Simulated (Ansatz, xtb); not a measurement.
Ranking isomers of C3H5FS

3 gas-phase structures of C3H5FS, from a drawn sample of its isomers (lower ones may exist). Each was relaxed with GFN2-xTB:

A. `F[C@@H]1C[C@@H]1S`, a singlet
B. `F[C@@H]1C[C@H]1S`, a singlet
C. `FC1(S)CC1`, a singlet

Task: Make a reasoned guess at their ranking by r2SCAN-D4/def2-SVP single-point energy.

Result: Calculated order at r2SCAN-D4/def2-SVP: C (0.0), B (2.3), A (3.7) kcal/mol.

Energies above the lowest of each column, in kcal/mol; the last columns are at B3LYP-D3(BJ)/def2-SVP geometries:

| structure | GFN2-xTB | HF/STO-3G | r2SCAN-D4/def2-SVP | B3LYP-D3(BJ)/def2-SVP | CCSD(T)/def2-SVP + ΔMP2/def2-TZVPP |
| --- | --- | --- | --- | --- | --- |
| C | 0.0 | 0.0 | 0.0 | 0.0 | 0.0 |
| B | 0.3 | 3.6 | 2.3 | 1.7 | 1.7 |
| A | 1.4 | 3.9 | 3.7 | 2.6 | 3.0 |

Every level run on C puts it lowest or level with the lowest. Flexible structures stand in one conformer each, not always the lowest. ΔMP2 is the change of the MP2 energy from the smaller to the larger basis.

Programs: Ansatz 0.2.0, xtb 6.7.1.
